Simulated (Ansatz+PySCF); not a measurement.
**doublet C2H: levels of theory in one basis**

```xyz
3

H     0.0000    0.0000   -1.5530
C     0.0000    0.0000   -0.4767
C     0.0000    0.0000    0.7355
```

Basis set: def2-SVP (spherical functions). Frozen core: 2 orbitals. Correlation on ROHF uses semicanonical orbitals with singles. Charge 0, multiplicity 2.

Computed with Ansatz (development build ahead of 0.2.0); each method stands on the lowest determinant of its kind that the runs found. NEVPT2 correlates all electrons. Active spaces start from the frontier orbitals, and the lowest solution found is given.

| method | E − E(ROHF) (eV) | <S²> of the determinant |
| --- | --- | --- |
| ROHF | 0.00 | 0.75 |
| UHF | -0.47 | 1.16 |
| UHF-MP2 | -5.74 | 1.16 |
| ROHF-CCSD | -6.77 | – |
| ROHF-CCSD(T) | -7.07 | – |
| UHF-CCSD(T) | -7.04 | 1.16 |
| CASSCF(9,9) | -3.80 | – |
| CASSCF(3,3) | -0.81 | – |
| SC-NEVPT2(9,9) | -6.56 | – |
| SC-NEVPT2(3,3) | -6.47 | – |

(1) What does ROHF-MP2 give on the same scale?

(2) Is a single determinant a sound starting point here?

Results:

(1) -6.25 eV.

(2) It is doubtful. Unrestricted orbitals lower Hartree–Fock by 0.47 eV and <S²> is 1.16 where a pure state has 0.75, a sign of strong static correlation. The CASSCF(9,9) natural occupations are 1.98, 1.98, 1.92, 1.92, 1.00, 0.08, 0.08, 0.02, 0.01. The CASSCF(3,3) natural occupations are 1.92, 1.00, 0.08.

Caution for UHF, UHF-MP2, UHF-CCSD(T): the unrestricted determinant is spin contaminated.
